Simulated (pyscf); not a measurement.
H₂B–OH (SMILES BO) + SiH₂ (SMILES [SiH2]) [singlet] → HB=O (SMILES B=O) + SiH₄ (SMILES [SiH4]), a concerted two-bond exchange (singlet surface; B–H, H–O broken, H–Si, H–Si formed). PySCF, gas phase, ωB97X-D3(BJ)/def2-SVP geometries. MP2 and CC: frozen core, UHF for open shells. ΔMP2 is the change of the MP2 total energy from the triple- to the quadruple-zeta basis. Energies in kJ/mol from the separated reactants.

Small-basis levels: PySCF, no dispersion term, spherical d functions. AM1 to PM7: differences of heats of formation from MOPAC, which are fitted to 298 K values and so differ in kind from electronic energies by zero-point and thermal terms. GFN2-xTB: tblite. Cost: rough CPU time at the saddle relative to B3LYP/6-31G*, from one job on a shared machine.

```tsv
level	barrier	reaction energy	cost
HF/3-21G	130.6	-127.0	0.06
HF/6-31G*	111.1	-185.0	0.07
MP2/6-31G*	21.7	-227.1	0.09
PBE/6-31G*	-37.0	-204.1	1
B3LYP/STO-3G	-56.7	-295.7	0.5
B3LYP/3-21G	14.0	-182.3	0.8
B3LYP/6-31G*	10.0	-199.0	1
M06-2X/6-31G*	15.4	-187.8	2
B3LYP/6-311+G**	12.6	-192.3	2
GFN2-xTB	36.1	-233.2	under 0.02
AM1	20.3	-258.8	under 0.02
PM6	-24.7	-270.9	under 0.02
CCSD(T)/def2-TZVPP + ΔMP2(QZVPP)	17.0	-191.7	–
```

Against the last row the barrier runs from -73.7 (B3LYP/STO-3G) to +113.6 kJ/mol (HF/3-21G); M06-2X/6-31G* happens to lie closest here (1.6 kJ/mol apart). At PBE/6-31G*, B3LYP/STO-3G, PM6 this geometry lies under one side, so the entry may be no barrier of that level: it is a single point on another level's saddle. CCSD(T)/def2-TZVPP + ΔMP2(QZVPP) has limits of its own. On the reactant side the descent ends in a bound adduct, 54.2 kJ/mol under the separated species and 55.0 kJ/mol under the saddle at ωB97X-D3(BJ)/def2-TZVP. At ωB97X-D3(BJ)/def2-TZVP the barrier from the zero used here is 0.8 kJ/mol. This is the saddle that the search found; another between the same sides may lie lower. The CCSD(T) − MP2 part came from Ansatz, without density fitting, on the same reference.
